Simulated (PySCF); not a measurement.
Unknown compound

Molecular formula: C$_{3}$H$_{5}$N$_{3}$. Simulated spectra:

1H NMR (600 MHz, computed): δ 7.83 (m, 1H), 7.47 (m, 1H), 4.07 (s, 3H).

13C{1H} NMR (computed): δ 140.9, 127.2, 37.8.

PySCF 2.14.0 with density-fitted response routines calculation with PBE0-D3(BJ)/def2-TZVP structure and GIAO B97-2/pcSseg-2 shieldings; rapidly exchanging positions averaged, no solvent model, single conformer, relativity neglected.

Referencing at the same level of theory: TMS for 1H (31.64 ppm), 13C (185.38 ppm).

Task: Which candidate is it?
A. Cn1ccnn1
B. Cn1cnnc1
C. Cn1cncn1

Result: A. 

1. Rings plus π bonds: 3 (1 ring in the answer).
2. 3 carbon signals for 3 carbons: no two carbons are equivalent.
3. Carbon types of the structure: 2 × CH, 1 × CH3, which accounts for all hydrogens.
4. δC 140.9, 127.2: aromatic CH next to a ring nitrogen.
5. δC 37.8: methyl carbon bonded to N; deshielded by the electronegative neighbour.
6. δH 7.83, 7.47: hydrogen on an aromatic CH next to a ring nitrogen; ring-current deshielding.
7. δH 4.07: hydrogen on a methyl carbon bonded to N; its carbon carries N, which withdraws density.

The others: Cn1cnnc1 would give 2 carbon signals, not 3; Cn1cncn1 has carbons computed at 160.6, 148.9, 37.8.

Shifts are as computed. Against solution values, carbons near 30 ppm lie about +3 ppm off and those near 130 ppm about +7 ppm. Of 1211 compounds with measured shifts, 218 miss one by over three times the rms of a fit or turn the order of signals round; such compounds aren't used in these exercises. Multiplicities follow the n + 1 count of equivalent neighbours, as no J values were calculated; m marks all less simple cases, F and P coupling included.
